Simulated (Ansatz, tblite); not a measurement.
Forces on the cluster SiS2 at its B3LYP-D4/def2-TZVP geometry. The state is a singlet with charge 0.

The xTB rows come from tblite. The structure comes from a short search, and lower isomers may exist.

GFN1-xTB (tblite), largest force 0.54 eV/Å:

```xyz
3
positions Å, forces eV/Å
Si    0.000    0.000    0.000    0.000    0.000    0.000
S    -1.520   -1.177    0.110   -0.426   -0.330    0.031
S     1.520    1.177   -0.110    0.426    0.330   -0.031
```

GFN2-xTB (tblite), largest force 2.22 eV/Å:

```
Si 0.000 0.000 0.000
S -1.751 -1.356 0.127
S 1.751 1.356 -0.127
```

PBE-D4/def2-TZVP (Ansatz), largest force 0.36 eV/Å:

```
Si 0.000 0.000 0.000
S -0.285 -0.220 0.021
S 0.285 0.220 -0.021
```
